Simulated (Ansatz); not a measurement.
For zinc-blende ZnSe, PBE-D4 (Ansatz, a first-principles code, plane waves, PAW) gives:

* **lattice parameter a**: 5.659 Å
* **enthalpy of formation**: -0.680 eV/atom

Problem. What does r²SCAN-D4 (Ansatz, PAW) give for the same quantities?

Solution. 
- lattice constant a: 5.644 Å (decreases by 0.3 %)
- formation enthalpy: -0.844 eV/atom (moves by -0.164 eV/atom)

For comparison: lattice constant a 5.668 Å (measured, room temperature, not corrected to a static lattice; as tabulated in Albrecht et al. (1997), arXiv:cond-mat/9706128); formation enthalpy -0.85 eV/atom (measured, 298 K, no zero-point or thermal correction; as tabulated in Zhang et al. (2018), doi:10.1038/s41524-018-0065-z).

Changes are worked out from the printed values.

Unless a cell is named, each level is at its own relaxed cell (PBE-D4 22.65, r²SCAN-D4 22.47 Å³/atom).

Ansatz's density-functional and Hartree–Fock values are scalar-relativistic unless marked +SOC, with PAW data made under PBE.
